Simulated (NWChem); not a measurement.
System: Cl cation, triplet

The following NWChem deck was run.

```
start job
memory heap 200 mb stack 700 mb global 900 mb
charge 1
geometry units angstroms noautoz
  Cl     0.000000     0.000000     0.000000
end
basis spherical
  * library def2-svp
end
dft
  odft
  mult 3
  xc m06-l
  iterations 150
  mulliken
end
task dft gradient
```

NWChem printed, in part:

```
             Northwest Computational Chemistry Package (NWChem) 7.3.0
             --------------------------------------------------------

                             Geometry "geometry" -> ""
                             -------------------------

 Output coordinates in angstroms (scale by  1.889725989 to convert to a.u.)

  No.       Tag          Charge          X              Y              Z
 ---- ---------------- ---------- -------------- -------------- --------------
    1 Cl                  17.0000     0.00000000     0.00000000     0.00000000

 Effective nuclear repulsion energy (a.u.)       0.0000000000

                                 NWChem DFT Module
                                 -----------------

 Summary of "ao basis" -> "ao basis" (spherical)
 ------------------------------------------------------------------------------
       Tag                 Description            Shells   Functions and Types
 ---------------- ------------------------------  ------  ---------------------
 Cl                         def2-svp                 8       18   4s3p1d

            General Information
            -------------------
          SCF calculation type: DFT
          Wavefunction type:  spin polarized.
          No. of atoms     :     1
          No. of electrons :    16
           Alpha electrons :     9
            Beta electrons :     7
          Charge           :     1
          Spin multiplicity:     3
          Use of symmetry is: off; symmetry adaption is: off
          Maximum number of iterations: 150
          AO basis - number of functions:    18
                     number of shells:     8
          Convergence on energy requested:  1.00D-06
          Convergence on density requested:  1.00D-05
          Convergence on gradient requested:  5.00D-04

              XC Information
              --------------
                        M06-L Method XC Functional
                         M06-L Exchange Functional  1.000
                       M06-L Correlation Potential  1.000

             Grid Information
             ----------------
          Grid used for XC integration:  medium
          Radial quadrature: Mura-Knowles
          Angular quadrature: Lebedev.
          Tag              B.-S. Rad. Rad. Pts. Rad. Cut. Ang. Pts.
          ---              ---------- --------- --------- ---------
          Cl                  1.00       88           4.0       590
          Grid pruning is: on
          Number of quadrature shells:    88
          Spatial weights used:  Erf1

      Superposition of Atomic Density Guess
      -------------------------------------

 Sum of atomic energies:        -459.32351920

 Renormalizing density from      17.00 to     16

      Non-variational initial energy
      ------------------------------

 Total energy =    -441.837303
 1-e energy   =    -597.485155
 2-e energy   =     155.647852
 HOMO         =      -1.010833
 LUMO         =      -1.010833

     ---------------------------------------------
      Total Density - Mulliken Population Analysis
     ---------------------------------------------

    Atom       Charge   Shell Charges
 -----------   ------   -------------------------------------------------------
    1 Cl  17    16.00   2.00  2.00  1.60  0.40  5.98  2.21  1.81  0.00

     --------------------------------------------
      Spin Density - Mulliken Population Analysis
     --------------------------------------------

    Atom       Charge   Shell Charges
 -----------   ------   -------------------------------------------------------
    1 Cl  17     2.00   0.00 -0.00  0.00  0.00  0.01  1.09  0.90  0.00

   convergence    iter        energy       DeltaE   RMS-Dens  Diis-err
 ---------------- ----- ----------------- --------- --------- ---------
 d= 0,ls=0.0,diis     1   -459.4467993232 -4.59D+02  2.71D-02  2.58D-01
                                                     3.15D-02  3.65D-01
 d= 0,ls=0.0,diis     2   -459.5005612412 -5.38D-02  1.03D-02  3.13D-02
                                                     1.01D-02  2.51D-02
 d= 0,ls=0.0,diis     3   -459.5110090323 -1.04D-02  1.18D-03  4.04D-04
                                                     1.35D-03  3.46D-04
 d= 0,ls=0.0,diis     4   -459.5103973687  6.12D-04  3.75D-05  1.71D-06
                                                     3.51D-04  1.46D-05
 d= 0,ls=0.0,diis     5   -459.5104025453 -5.18D-06  7.12D-06  6.07D-08
                                                     1.60D-04  1.50D-06
 d= 0,ls=0.0,diis     6   -459.5104031296 -5.84D-07  1.48D-06  6.88D-11
                                                     9.60D-06  4.95D-09

         Total DFT energy =     -459.510403129579
      One electron energy =     -626.944441522119
           Coulomb energy =      195.280890333581
    Exchange-Corr. energy =      -27.846851941041
 Nuclear repulsion energy =        0.000000000000

 Numeric. integr. density =       15.999999934115

                    DFT Final Alpha Molecular Orbital Analysis
                    ------------------------------------------

 Vector    7  Occ=1.000000D+00  E=-7.912815D-01
              MO Center=  3.3D-16, -5.8D-16,  9.8D-17, r^2= 9.6D-01
   Bfn.  Coefficient  Atom+Function         Bfn.  Coefficient  Atom+Function
  ----- ------------  ---------------      ----- ------------  ---------------
     8      0.524846  1 Cl px                11      0.510894  1 Cl px
     5      0.279745  1 Cl px                10     -0.215796  1 Cl pz
    13     -0.210059  1 Cl pz                 9     -0.146526  1 Cl py
    12     -0.142631  1 Cl py                 7     -0.115020  1 Cl pz
     6     -0.078099  1 Cl py

 Vector    8  Occ=1.000000D+00  E=-7.912815D-01
              MO Center= -2.0D-16,  5.1D-16, -2.4D-16, r^2= 9.6D-01
   Bfn.  Coefficient  Atom+Function         Bfn.  Coefficient  Atom+Function
  ----- ------------  ---------------      ----- ------------  ---------------
    10      0.540661  1 Cl pz                13      0.526288  1 Cl pz
     7      0.288174  1 Cl pz                 8      0.225882  1 Cl px
    11      0.219877  1 Cl px                 5      0.120396  1 Cl px

 Vector    9  Occ=1.000000D+00  E=-7.381634D-01
              MO Center= -8.7D-17, -8.0D-16, -2.6D-16, r^2= 9.9D-01
   Bfn.  Coefficient  Atom+Function         Bfn.  Coefficient  Atom+Function
  ----- ------------  ---------------      ----- ------------  ---------------
    12      0.567420  1 Cl py                 9      0.550838  1 Cl py
     6      0.296463  1 Cl py                11      0.130463  1 Cl px
     8      0.126650  1 Cl px                 5      0.068163  1 Cl px
    13     -0.067975  1 Cl pz                10     -0.065989  1 Cl pz
     7     -0.035515  1 Cl pz

 Vector   10  Occ=0.000000D+00  E= 5.713017D-02
              MO Center=  2.0D-17,  4.0D-16, -3.5D-16, r^2= 2.1D+00
   Bfn.  Coefficient  Atom+Function         Bfn.  Coefficient  Atom+Function
  ----- ------------  ---------------      ----- ------------  ---------------
     3      2.040614  1 Cl s                  4     -1.950068  1 Cl s
     2     -0.534853  1 Cl s                  1      0.071167  1 Cl s

 Vector   11  Occ=0.000000D+00  E= 2.027040D-01
              MO Center= -6.5D-16,  1.7D-16,  2.2D-16, r^2= 7.5D-01
   Bfn.  Coefficient  Atom+Function         Bfn.  Coefficient  Atom+Function
  ----- ------------  ---------------      ----- ------------  ---------------
    16      0.818203  1 Cl d  0              18     -0.451119  1 Cl d  2
    17      0.253981  1 Cl d  1              14      0.181909  1 Cl d -2
    15      0.171577  1 Cl d -1

 Vector   12  Occ=0.000000D+00  E= 2.027040D-01
              MO Center= -2.6D-16,  9.6D-17,  2.9D-16, r^2= 7.5D-01
   Bfn.  Coefficient  Atom+Function         Bfn.  Coefficient  Atom+Function
  ----- ------------  ---------------      ----- ------------  ---------------
    17      0.934440  1 Cl d  1              16     -0.245986  1 Cl d  0
    15      0.180822  1 Cl d -1              14     -0.163619  1 Cl d -2
    18      0.082738  1 Cl d  2

                     DFT Final Beta Molecular Orbital Analysis
                     -----------------------------------------

 Vector    5  Occ=1.000000D+00  E=-7.633155D+00
              MO Center= -5.8D-17, -1.4D-16,  4.5D-17, r^2= 5.7D-02
   Bfn.  Coefficient  Atom+Function         Bfn.  Coefficient  Atom+Function
  ----- ------------  ---------------      ----- ------------  ---------------
     6      0.950797  1 Cl py                 5      0.218610  1 Cl px
     7     -0.113904  1 Cl pz                 9     -0.045346  1 Cl py

 Vector    6  Occ=1.000000D+00  E=-1.141776D+00
              MO Center=  3.0D-16, -3.2D-16, -4.3D-16, r^2= 7.5D-01
   Bfn.  Coefficient  Atom+Function         Bfn.  Coefficient  Atom+Function
  ----- ------------  ---------------      ----- ------------  ---------------
     3      0.820787  1 Cl s                  2     -0.570208  1 Cl s
     4      0.350092  1 Cl s                  1      0.089889  1 Cl s

 Vector    7  Occ=1.000000D+00  E=-6.918264D-01
              MO Center=  2.1D-16,  1.5D-16, -3.5D-16, r^2= 1.0D+00
   Bfn.  Coefficient  Atom+Function         Bfn.  Coefficient  Atom+Function
  ----- ------------  ---------------      ----- ------------  ---------------
    12      0.591295  1 Cl py                 9      0.524358  1 Cl py
     6      0.288480  1 Cl py                11      0.135951  1 Cl px
     8      0.120561  1 Cl px                13     -0.070833  1 Cl pz
     5      0.066328  1 Cl px                10     -0.062815  1 Cl pz
     7     -0.034558  1 Cl pz

 Vector    8  Occ=0.000000D+00  E=-6.562454D-01
              MO Center= -6.1D-16,  8.9D-17,  3.6D-16, r^2= 1.0D+00
   Bfn.  Coefficient  Atom+Function         Bfn.  Coefficient  Atom+Function
  ----- ------------  ---------------      ----- ------------  ---------------
    11      0.545940  1 Cl px                 8      0.449753  1 Cl px
    13     -0.272911  1 Cl pz                 5      0.252285  1 Cl px
    10     -0.224827  1 Cl pz                12     -0.158216  1 Cl py
     9     -0.130341  1 Cl py                 7     -0.126115  1 Cl pz
     6     -0.073113  1 Cl py

 Vector    9  Occ=0.000000D+00  E=-6.562450D-01
              MO Center=  4.6D-16,  1.2D-16,  3.6D-16, r^2= 1.0D+00
   Bfn.  Coefficient  Atom+Function         Bfn.  Coefficient  Atom+Function
  ----- ------------  ---------------      ----- ------------  ---------------
    13      0.563681  1 Cl pz                10      0.464369  1 Cl pz
    11      0.282523  1 Cl px                 7      0.260484  1 Cl pz
     8      0.232747  1 Cl px                 5      0.130557  1 Cl px

 Vector   10  Occ=0.000000D+00  E= 8.166697D-02
              MO Center=  9.2D-16, -5.2D-16, -3.2D-15, r^2= 2.0D+00
   Bfn.  Coefficient  Atom+Function         Bfn.  Coefficient  Atom+Function
  ----- ------------  ---------------      ----- ------------  ---------------
     3      2.061916  1 Cl s                  4     -1.942260  1 Cl s
     2     -0.549337  1 Cl s                  1      0.073433  1 Cl s

     ---------------------------------------------
      Total Density - Mulliken Population Analysis
     ---------------------------------------------

    Atom       Charge   Shell Charges
 -----------   ------   -------------------------------------------------------
    1 Cl  17    16.00   2.00  1.99  1.44  0.57  5.93  1.97  2.10  0.00

     --------------------------------------------
      Spin Density - Mulliken Population Analysis
     --------------------------------------------

    Atom       Charge   Shell Charges
 -----------   ------   -------------------------------------------------------
    1 Cl  17     2.00   0.00  0.00  0.04 -0.04  0.02  0.98  0.99  0.00

     -------------------------------------------
      Total Density - Lowdin Population Analysis
     -------------------------------------------

    Atom       Charge   Shell Charges
 -----------   ------   -------------------------------------------------------
    1 Cl  17    16.00   2.00  1.97  1.19  0.84  5.80  2.06  2.14  0.00

     ------------------------------------------
      Spin Density - Lowdin Population Analysis
     ------------------------------------------

    Atom       Charge   Shell Charges
 -----------   ------   -------------------------------------------------------
    1 Cl  17     2.00   0.00  0.00  0.02 -0.02  0.07  0.91  1.02  0.00

   alpha - beta orbital overlaps
   -----------------------------

   alpha      1      2      3      4      5      6      7      8      9     10
    beta      1      2      3      4      5      6      8      9      7     10
 overlap   1.000  1.000  0.974  0.974  1.000  0.998  0.996  0.996  1.000  0.998

   alpha     11     12     13     14     15     16     17     18
    beta     14     15     11     12     13     17     18     16
 overlap   0.983  0.983  0.744  0.744  0.997  0.998  0.998  1.000

     --------------------------
     Expectation value of S2:
     --------------------------
      <S2> =      2.0035 (Exact =     2.0000)

            General Information
            -------------------
          SCF calculation type: DFT
          Wavefunction type:  spin polarized.
          No. of atoms     :     1
          No. of electrons :    16
           Alpha electrons :     9
            Beta electrons :     7
          Charge           :     1
          Spin multiplicity:     3
          Use of symmetry is: off; symmetry adaption is: off
          Maximum number of iterations: 150
          AO basis - number of functions:    18
                     number of shells:     8
          Convergence on energy requested:  1.00D-06
          Convergence on density requested:  1.00D-05
          Convergence on gradient requested:  5.00D-04

              XC Information
              --------------
                        M06-L Method XC Functional
                         M06-L Exchange Functional  1.000
                       M06-L Correlation Potential  1.000

             Grid Information
             ----------------
          Grid used for XC integration:  medium
          Radial quadrature: Mura-Knowles
          Angular quadrature: Lebedev.
          Tag              B.-S. Rad. Rad. Pts. Rad. Cut. Ang. Pts.
          ---              ---------- --------- --------- ---------
          Cl                  1.00       88           4.0       590
          Grid pruning is: on
          Number of quadrature shells:    88
          Spatial weights used:  Erf1

          Convergence Information
          -----------------------
          Convergence aids based upon iterative change in
          total energy or number of iterations.
          Levelshifting, if invoked, occurs when the
          HOMO/LUMO gap drops below (HL_TOL):  1.00D-02
          DIIS, if invoked, will attempt to extrapolate
          using up to (NFOCK): 10 stored Fock matrices.

                    Damping( 0%)  Levelshifting(0.5)       DIIS
                  --------------- ------------------- ---------------
          dE  on:    start            ASAP                start
          dE off:    2 iters        150 iters           150 iters

                            NWChem DFT Gradient Module
                            --------------------------

  charge          =   1.00
  wavefunction    = open shell

                         DFT ENERGY GRADIENTS

    atom               coordinates                        gradient
                 x          y          z           x          y          z
   1 Cl      0.000000   0.000000   0.000000   -0.000000  -0.000000  -0.000000
```

Level: M06-L/def2-SVP, spin-unrestricted. The open p shell is one determinant without spherical averaging. No stability test was run on the SCF state.
